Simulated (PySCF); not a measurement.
A species of formula C5H9F has this rotational fingerprint, computed with CAM-B3LYP/def2-SVPD in PySCF (dipole) on a GFN2-xTB geometry, gas phase:

* Rotational constants: A = 4642, B = 3114, C = 1931 MHz
* Dipole components: |μa| = 0.85 D, |μb| = 1.59 D, |μc| = 0.03 D
* Inertial defect: -9.41 u·Å²
* κ: -0.13

Task: Which structure is it? (One computed conformer of each.)
A. `[F:1][CH:2]1[CH2:3][CH2:4][CH2:5][CH2:6]1` with F1–C2–C3–C4 124°, C2–C3–C4–C5 -29°, C3–C4–C5–C6 41°, C4–C5–C6–C2 -37° (fluorocyclopentane)
B. `CC(C)=C(C)F`
C. `[CH3:1]/[CH:2]=[CH:3]\[C@H:4]([CH3:5])[F:6]` with C2–C3–C4–C5 -85°

Result: B. It is CC(C)=C(C)F, an asymmetric top. The candidates at the same level (rigid rotor, commonest isotopes):

```json
{"SMILES": "C/C=C\\[C@H](C)F", "A (MHz)": "6268", "B (MHz)": "2106", "C (MHz)": "1825", "μa (D)": "1.95", "μb (D)": "1.31", "μc (D)": "0.12", "Δ (u·Å²)": "-43.63", "point group": "C1", "rotor": "asymmetric top"}
{"SMILES": "CC(C)=C(C)F", "A (MHz)": "4642", "B (MHz)": "3114", "C (MHz)": "1931", "μa (D)": "0.85", "μb (D)": "1.59", "μc (D)": "0.03", "Δ (u·Å²)": "-9.41", "point group": "–", "rotor": "asymmetric top"}
{"SMILES": "FC1CCCC1", "A (MHz)": "5830", "B (MHz)": "3253", "C (MHz)": "2512", "μa (D)": "1.71", "μb (D)": "0.07", "μc (D)": "1.03", "Δ (u·Å²)": "-40.87", "point group": "C1", "rotor": "asymmetric top"}
```

`FC1CCCC1` has C 30 % too high; `C/C=C\[C@H](C)F` has A 35 % too high. No structure here is proved a minimum.
